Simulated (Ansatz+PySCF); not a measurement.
# singlet F₂: levels of theory in one basis

```xyz
2

F     0.0000    0.0000   -0.6882
F     0.0000    0.0000    0.6882
```

Basis set: STO-3G (spherical functions). Frozen core: 2 orbitals. Charge 0, multiplicity 1.

Computed with Ansatz (development build ahead of 0.2.0) and PySCF 2.14.0; each method stands on the lowest determinant of its kind that the runs found.

| method | E − E(RHF) (eV) | <S²> of the determinant |
| --- | --- | --- |
| RHF | 0.00 | – |
| UHF | -0.04 | 0.14 |
| UHF-MP2 | -1.00 | 0.14 |
| RHF-CCSD | -2.03 | – |
| RHF-CCSD(T) | -2.03 | – |
| full CI (lowest root of this spin) | -2.03 | – |

Task: What does RHF-MP2 give on the same scale?

Result: -1.31 eV.

Task: Is a single determinant a sound starting point here?

Result: Only with care. Unrestricted orbitals gain 0.04 eV and <S²> is 0.14 against 0.00 for a pure state, so spin symmetry breaks but gains little energy; restricted orbitals can still serve.

Caution for UHF, UHF-MP2: the unrestricted determinant is spin contaminated. Caution for UHF-MP2: another reference gives a lower total.
